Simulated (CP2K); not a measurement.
# RPA@SVWN5/pcseg-0 (density fitting, lebedev grid 194, minimax 1, ngrids 4, quadrature points 8) run of C2HF2O (SMILES O=C[C](F)F)

Aim: the energy of C2HF2O. 

Program for the calculation: CP2K 2026.2.

1 further run of the same task is left out (set aside as unsound or not needed).

**1. The system as given**

The species is C2HF2O (6 atoms), meant as a doublet with charge 0. As SMILES, `O=C[C](F)F`. Geometry: relaxed at GFN2-xTB. This is one conformer, not always the lowest.

Bond lengths: O1–C2 1.220 Å, C2–C3 1.414 Å, C3–F4 1.318 Å, C3–F5 1.311 Å, C2–H6 1.103 Å. Angles: O1–C2–C3 124.7°, C2–C3–F4 122.8°, C2–C3–F5 125.9°, F4–C3–F5 111.3°, O1–C2–H6 122.8°, C3–C2–H6 112.5°.

**2. The energy at RPA@SVWN5/pcseg-0 (density fitting, lebedev grid 194, minimax 1, ngrids 4, quadrature points 8)**

The input, molecule.xyz:

```xyz
6

O      0.625970     0.239320     1.648560
C     -0.174960     0.060800     0.745290
C      0.165150    -0.045190    -0.622930
F     -0.731400    -0.241290    -1.568210
F      1.375350     0.022230    -1.121380
H     -1.260110    -0.035860     0.918680
```

The input, mol.inp:

```
&GLOBAL
  PROJECT_NAME mol
  RUN_TYPE ENERGY
  PRINT_LEVEL MEDIUM
&END GLOBAL
&FORCE_EVAL
  METHOD Quickstep
  &DFT
    BASIS_SET_FILE_NAME ./pcseg_0.basis
    POTENTIAL_FILE_NAME POTENTIAL
    AUTO_BASIS RI_AUX LARGE
    SORT_BASIS EXP
    MULTIPLICITY 2
    LSD T
    &QS
      METHOD GAPW
      EPS_DEFAULT 1.0E-10
    &END QS
    ! plane-wave cutoff in Ry
    &MGRID
      CUTOFF 280
      REL_CUTOFF 40
      NGRIDS 4
    &END MGRID
    ! no periodic images
    &POISSON
      PERIODIC NONE
      POISSON_SOLVER WAVELET
    &END POISSON
    ! SCF settings
    &SCF
      SCF_GUESS ATOMIC
      EPS_SCF 1.0E-06
      MAX_SCF 30
      &OT
        MINIMIZER CG
        PRECONDITIONER FULL_ALL
      &END OT
      &OUTER_SCF
        EPS_SCF 1.0E-06
        MAX_SCF 5
      &END OUTER_SCF
    &END SCF
    ! functional
    &XC
      &XC_FUNCTIONAL
        &LDA_X
        &END LDA_X
        &LDA_C_VWN
        &END LDA_C_VWN
      &END XC_FUNCTIONAL
      &WF_CORRELATION
        &RI_RPA
          QUADRATURE_POINTS 8
          MINIMAX_QUADRATURE T
          ! exact exchange
          &HF
            FRACTION 1
            &SCREENING
              EPS_SCHWARZ 1.0E-09
            &END SCREENING
            &MEMORY
              MAX_MEMORY 1050
            &END MEMORY
          &END HF
        &END RI_RPA
        MEMORY 900
        &INTEGRALS
          ERI_METHOD OS
        &END INTEGRALS
        &LOW_SCALING
        &END LOW_SCALING
      &END WF_CORRELATION
    &END XC
    ! extra output
    &PRINT
      &MOMENTS
        PERIODIC F
        REFERENCE COM
        MAX_MOMENT 1
      &END MOMENTS
      &MO_CUBES
        NLUMO 5
        NHOMO -1
        WRITE_CUBE F
      &END MO_CUBES
      &HIRSHFELD OFF
      &END HIRSHFELD
    &END PRINT
  &END DFT
  &SUBSYS
    ! box in angstrom
    &CELL
      ABC 10.2 10.2 10.2
      PERIODIC NONE
    &END CELL
    &TOPOLOGY
      COORD_FILE_NAME molecule.xyz
      COORD_FILE_FORMAT XYZ
      &CENTER_COORDINATES
      &END CENTER_COORDINATES
    &END TOPOLOGY
    &KIND O
      BASIS_SET pcseg-0
      POTENTIAL ALL
      LEBEDEV_GRID 194
      RADIAL_GRID 150
    &END KIND
    &KIND C
      BASIS_SET pcseg-0
      POTENTIAL ALL
      LEBEDEV_GRID 194
      RADIAL_GRID 150
    &END KIND
    &KIND F
      BASIS_SET pcseg-0
      POTENTIAL ALL
      LEBEDEV_GRID 194
      RADIAL_GRID 150
    &END KIND
    &KIND H
      BASIS_SET pcseg-0
      POTENTIAL ALL
      LEBEDEV_GRID 194
      RADIAL_GRID 150
    &END KIND
  &END SUBSYS
&END FORCE_EVAL
```

Launch:

```bash
OMP_NUM_THREADS=1 cp2k.psmp mol.inp > mol.out
```

**Question.** What will come out? Wanted: total energy; dipole moment; HOMO energy; LUMO energy; RPA correlation energy; ⟨S²⟩ of the reference determinant.

Answer, from the run:

Level: RPA@SVWN5/pcseg-0 (density fitting, lebedev grid 194, minimax 1, ngrids 4, quadrature points 8).

| quantity | value |
| --- | --- |
| total energy | -349.67605 Eh |
| dipole moment (of the density that the program reports) | 2.26 D |
| HOMO energy (SVWN5 Kohn–Sham orbitals) (highest over α and β) | -5.85 eV |
| LUMO energy (SVWN5 Kohn–Sham orbitals) (lowest over α and β) | -4.98 eV |
| RPA correlation energy | -817.5 mEh |
| ⟨S²⟩ of the reference determinant | 0.752 |

**Reading.** The run may have ended on a state above the lowest.
